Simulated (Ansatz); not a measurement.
Dissociation curve of SMILES FC(F)F. The C1–F5 bond (C1 also carries F, F, H; F5 carries nothing else) is stretched with both fragments frozen at the PBE0/def2-TZVP optimised geometry.

Level of theory: restricted PBE0/cc-pVTZ run with Ansatz (an electronic-structure program).

The batch members p0 to p7 hold the bond at 1.06, 1.12, 1.20, 1.27, 1.30, 1.33, 1.37, 1.39 Å.

Ansatz input:

Ansatz 0.2 input:
```yaml
# input.yaml
basis:
  gaussian: { orbitals: cc-pvtz }
hamiltonian:
  xc: pbe0
batch:
  members: [p0.yaml, p1.yaml, p2.yaml, p3.yaml, p4.yaml, p5.yaml, p6.yaml, p7.yaml]

# p4.yaml, one of the 8 members of this batch
crystal:
  periodic: [false, false, false]
  atoms:
    - { symbol: C, position_ang: [0.0, 0.0, 0.0] }
    - { symbol: F, position_ang: [1.08055291, -0.65229879, -0.42380764] }
    - { symbol: F, position_ang: [-1.08068993, -0.6524966, -0.42272282] }
    - { symbol: H, position_ang: [0.0, 1.02428287, -0.38057831] }
    - { symbol: F, position_ang: [0.0, 0.0, 1.3] }
total_charge: 0
magnetization:
  spin_polarized: false
```

Lines of the output on each member:

```
Member 0: Total energy: -9195.83433163 eV, -337.9406785268 hartree
Member 1: Total energy: -9197.20410207 eV, -337.9910166624 hartree
Member 2: Total energy: -9198.21921769 eV, -338.0283214732 hartree
Member 3: Total energy: -9198.60502336 eV, -338.0424995701 hartree
Member 4: Total energy: -9198.67138326 eV, -338.0449382514 hartree
Member 5: Total energy: -9198.69252159 eV, -338.0457150707 hartree
Member 6: Total energy: -9198.66359754 eV, -338.0446521315 hartree
Member 7: Total energy: -9198.62894462 eV, -338.0433786602 hartree
```

The restricted form behind RKS-PBE0 keeps the bonding electrons paired and can't separate into open-shell fragments.
